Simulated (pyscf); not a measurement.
Optimised with ωB97X-D3(BJ)/def2-SVP in PySCF.

Task: What is the homolytic dissociation enthalpy (298 K, ωB97M-D3(BJ)/def2-TZVP) of the S–Sb bond of H₃C–CH₂–Sb(SH)–CH₂–CH₃, to H₃C–CH₂–Sb•–CH₂–CH₃ + SH•?

Result: S–Sb to H₃C–CH₂–Sb•–CH₂–CH₃ + SH•: 64.6 kcal/mol. The 7 functionals that were run give +60.9 (M06-2X) to +71.5 kcal/mol (ωB97X-D3(BJ)/def2-TZVP). Other isomers of H₃C–CH₂–Sb•–CH₂–CH₃ were not searched in full and may lie lower. Left out: the spin-orbit lowering of SH. Elements past Kr carry the def2 core potentials, without spin-orbit coupling.
